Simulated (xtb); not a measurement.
Species: C3H3N, SMILES `C=CC#N` (charge 0, multiplicity 1).

Problem. Give a relaxed geometry from GFN2-xTB (xtb).

Solution. the end point of this relaxation (outside a Z-matrix the atoms follow the SMILES, hydrogens last).
Bonded distances (Å): C1–C2 1.328, C1–H5 1.078, C1–H6 1.077, C2–C3 1.411, C2–H7 1.083, C3–N4 1.146. Angles (°): C2–C1–H5 121.6, C2–C1–H6 121.5, H5–C1–H6 116.9, C1–C2–C3 122.5, C1–C2–H7 122.4, C3–C2–H7 115.2, C2–C3–N4 179.5.
